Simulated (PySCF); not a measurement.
CHN, charge +1, multiplicity 2. Atoms are numbered in the order given.

```xyz
3

C      0.0000     0.0000     0.7257
N      0.0000     0.0000    -0.4157
H      0.0000     0.0000    -1.4442
```
Charge +1, spin multiplicity 2.

Geometry: PBE-D3(BJ)/def2-TZVPD. The spin state was assumed, not searched.

These are r2SCAN/def2-TZVPD (PySCF) values and carry that method's errors.

Mulliken values depend strongly on the basis, most of all with diffuse functions as here. Atomic charges (e):

| atom | Mulliken | meta-Löwdin | Mulliken spin |
|---|---|---|---|
| C1 | 0.51 | 0.58 | 1.29 |
| N2 | 0.09 | 0.02 | -0.32 |
| H3 | 0.40 | 0.40 | 0.03 |
